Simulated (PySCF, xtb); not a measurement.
BF₃, SMILES FB(F)F.

GFN2-xTB run with xtb at its own geometry gives an orbital gap of 8.30 eV and a dipole moment of 0.00 D.

Geometry optimised at B3LYP-D3(BJ)/def2-TZVP. The isomer is the one that the SMILES or the coordinates give; other isomers of the formula were not compared.

Problem. What does PySCF with PBE/def2-TZVPD give? (Estimate from the structure and the level; the computed values follow.)

Solution. gap 9.26 eV (levels -10.06 and -0.79 eV), dipole 0.00 D.
